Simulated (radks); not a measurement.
# Mg³⁺ in [He] 2s1 2p5 3s1: an all-electron calculation

Aim: the levels, the sizes of the orbitals and the parts of the energy of the magnesium ion Mg3+.

Program: radks (a radial shooting solver on a logarithmic mesh, Libxc functionals) version 1. Level of theory: Dirac Kohn-Sham, LDA (Slater exchange, Perdew-Wang correlation), spin-unpolarised, spherical densities, finite nucleus; open shells fill j = l - 1/2 first. These are calculated values, not measurements, unless marked.

## Step 1: The system

- element: magnesium (Z = 12)
- charge: +3
- electrons: 9
- configuration: [He] 2s1 2p5 3s1
- nuclear rms radius: 3.057 fm

## Step 2: Self-consistent calculation

The run's settings:

```text
Z 12
configuration [He] 2s1 2p5 3s1
relativity Dirac
functional lda,pw
spin unpolarised
j_filling energy
nucleus finite rms 3.057 fm
c 137.035999084
```

Q: Predict the outcome of this run.

**Answer**, as computed:

| quantity | value |
| --- | --- |
| total energy | -191.86292 hartree |
| exchange-correlation share of it | 6.97 % |
| −T/E | 1.0007 |
| highest occupied level | 3s1/2, -36.420 eV |
| most extended occupied level | 3s1/2, <r> = 2.01 bohr |
| radius at density 0.001 e/bohr³ | 3.19 bohr |
| maxima of the radial density | 2 |

What this shows: The radial density shows 2 maxima for 3 occupied principal shells; where shells overlap, one shows as a shoulder or not at all. This is not the tabulated ground configuration, so its levels and sizes aren't those of the ground state, and no measured value stands beside it.
